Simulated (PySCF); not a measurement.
Zinc-blende BAs: correlation energy from several methods in one and the same small orbital space (PySCF; 2 atoms at the zone centre, 8 electrons in 17 orbitals, empty ones MP2 natural orbitals of a TZ basis, lattice constant set to 4.63369 Å). Its volume lies 9 % below that of the crystal's usual cell. It tests the methods against each other and lies far from the crystal's limit.

| method | E_corr (eV per atom) | share of full CI (%) | error (meV) |
|---|---|---|---|
| MP2 | -1.5635 | 66.5 | 788 |
| CCSD | -2.3216 | 98.7 | 30 |
| CCSD(T) | -2.3365 | 99.4 | 15 |
| CCSDT | -2.3421 | 99.6 | 9 |
| CCSDT(Q) | -2.3470 | 99.8 | 4 |
| CCSDTQ | -2.3509 | 100.0 | 0 |
| full CI | -2.3512 | 100.0 | 0 |

The Hartree–Fock determinant has a weight of 0.86 in the full CI state.

MP2, (T) and (Q) use filled levels shifted down by the Madelung term, which in so small a cell is a large part of the gap, so these rows hang on it.
